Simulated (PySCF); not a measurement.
**Calculated NMR parameters of BOC**

* Formula: CH5BO
* SMILES: BOC
* InChI: InChI=1S/CH5BO/c1-3-2/h2H2,1H3
* Point group of the computed structure: C1
* Carbon signals: 1
* Proton signals: 2

Bonds (- single, = double, # triple, : aromatic): B1-O2 1.338 Å, O2-C3 1.405 Å. B1 carries H4, H5; C3 carries H6, H7, H8.

PySCF 2.14.0 with density-fitted response routines calculation with σ from GIAO-CAM-B3LYP/pcSseg-2, structure optimised with PBE0-D3(BJ)/def2-SVP and couplings computed with B3LYP/pcJ-1; rapidly exchanging positions averaged, one conformer, no solvent, relativity neglected.

Scale: TMS for $^{1}$H (31.34 ppm), $^{13}$C (182.55 ppm); $^{11}$B (97.88 ppm) vs BF3·OEt2; H2O for $^{17}$O (329.76 ppm) (reference shieldings calculated alike).

```tsv
carbon	δC, type	δH (multiplicity, J in Hz)	HMBC from (abs. J ≥ 3 Hz)	span of the C tensor (ppm)
C3	65.6, CH3	4.07 (s)	H4/H5	103
```

Other nuclei:
```csv
atoms,nucleus,environment,δ (ppm),σ (ppm)
H4/H5,$^{1}$H,hydrogen on a boron bonded to O,5.07,26.27
B1,$^{11}$B,"boron bonded to O, 2 H",49.3,48.6
O2,$^{17}$O,"oxygen bonded to C, B",201.4,128.3
```

Selected couplings (Hz, signed; the shortest-range and largest first, 30 at most; isotopes $^{11}$B, $^{1}$H, $^{13}$C): $^{1}J$(B1,H4) 153.0, $^{1}J$(C3,H6) 148.9, $^{2}J$(B1,C3) -1.4, $^{3}J$(B1,H6) 4.3.

- δH 5.07: hydrogen on a boron bonded to O.
- δH 4.07: hydrogen on a methyl carbon bonded to O; its carbon carries O, an electronegative neighbour.

Hydrogens on boron are broadened and split by $^{11}$B (spin 3/2, 80 %) and 10B (spin 3). Shifts are as computed, not scaled to solution data. Of 1211 compounds with measured shifts, 218 miss one by over three times the rms of a fit or turn the order of signals round; such compounds aren't used in these exercises. Experimental scales use liquid or dissolved standards, which lie at an offset from isolated H2O (liquid H2O: subtract about 36 ppm).
